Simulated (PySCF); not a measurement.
## Stretching O₂

Set-up: PySCF, no relativity, basis sets O pcseg-2. Energies in eV from O + O in their ground configurations at the same level. State: triplet, unpaired electrons π ↑↑.

```
R (Å)   B97-3
1.029  -3.585
1.076  -4.582
1.124  -5.141
1.160  -5.346
1.196  -5.410
1.232  -5.364
1.280  -5.172
1.339  -4.785
1.411  -4.182
1.507  -3.262
```

**Question.** Put a parabola through the three lowest points of the B97-3 curve and estimate Re, k and ωe (reduced mass 7.997 u; 1 eV/Å² = 0.16022 mdyn/Å; ωe = 1302.8·√(k/μ) cm⁻¹).

**Answer.** Through R = 1.16, 1.196, 1.232 Å the second-order coefficient is 42.4 eV/Å², so Re ≈ 1.199 Å, k ≈ 13.6 mdyn/Å and ωe ≈ 1699 cm⁻¹. A polynomial fit of higher order to the unrounded B97-3 energies gives Re = 1.197 Å, k = 13.5 mdyn/Å, ωe = 1694 cm⁻¹; anharmonicity and rounding make the difference.

The higher-order fit for each curve: B97-3: Re = 1.197 Å, ωe = 1694 cm⁻¹, De = 5.41 eV.

The state is the lowest determinant that a PBE0 search found; another state may lie lower at other levels.
